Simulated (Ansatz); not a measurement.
in.yaml

```yaml
crystal:
  periodic: [false, false, false]
  atoms:
    - {symbol: Al, position_ang: [0.000000, 0.000000, 0.000000]}
    - {symbol: Al, position_ang: [0.000000, 0.000000, 3.047000]}
basis:
  gaussian: {orbitals: cc-pVDZ}
magnetization: {spin_polarized: false, initial_magnetization: 2}
correlation: {method: fci, electrons: outside_noble_gas}
```

```sh
$ ansatz run in.yaml --threads 1 --pin off --events-out ev --progress --plain --max-ram 2393MiB
```

Log:

```
657 factors; integrals over basis functions are off by at most 1.2e-7 eV
mean field evaluation 1: about -13163.7283 eV, gradient 2.6e0 eV
mean field evaluation 2: about -13163.7553 eV, gradient 2.8e0 eV
mean field evaluation 4: about -13163.9289 eV, gradient 3.6e-1 eV
mean field evaluation 8: about -13163.9369 eV, gradient 7.6e-4 eV
mean field evaluation 16: about -13163.8046 eV, gradient 2.4e0 eV
mean field evaluation 32: about -13163.3627 eV, gradient 4.3e-7 eV
mean field evaluation 64: about -13163.4972 eV, gradient 4.5e-1 eV
mean field evaluation 96: about -13163.2765 eV, gradient 3.2e0 eV
mean field evaluation 128: about -13163.9370 eV, gradient 2.6e-6 eV
mean field -13163.93695994 eV, -483.7657604409 hartree, gradient 2.6e-6 eV, S^2 2.000000; 14 other end points of the search recorded, 0 dependent functions left out
mean field evaluation 160: about -13163.9516 eV, gradient 6.1e-1 eV
mean field evaluation 192: about -13163.4702 eV, gradient 3.0e-4 eV
mean field evaluation 224: about -13163.4702 eV, gradient 2.3e-2 eV
determinant -13163.93695994 eV, -483.7657604409 hartree, with singles and doubles -13166.99392332 eV, -483.8781017729 hartree
determinant -13163.36265915 eV, -483.7446552762 hartree, with singles and doubles -13166.57456246 eV, -483.8626905455 hartree
determinant -13163.93695994 eV, -483.7657604409 hartree, with singles and doubles -13166.99336269 eV, -483.8780811701 hartree
determinant -13163.36265915 eV, -483.7446552762 hartree, with singles and doubles -13166.57411056 eV, -483.8626739384 hartree
10 core orbitals not correlated: weight in the atoms' cores, before any rotation towards them, 1.000 or more for the frozen orbitals, at most 0.000 for the correlated occupied ones
reference -13163.93695994 eV, -483.7657604409 hartree; 4, 2 occupied and 22, 24 virtual orbitals, 657 factors
state -13167.18026546 eV, -483.8849497202 hartree
Total energy: -13167.18026546 eV, -483.8849497202 hartree
```

Natural occupations: 1.9066 1.8613 0.9705 0.9531 0.0708 0.0521 0.0508 0.0434 0.0144 0.0134 0.0102 0.0074 0.0061 0.0058 0.0057 0.0049 0.0047 0.0040 0.0036 0.0034 0.0033 0.0024 0.0011 0.0005.

Ran on 1 thread of Arm Neoverse N1, shared host: 24 s wall, 0.17 GiB peak host memory.
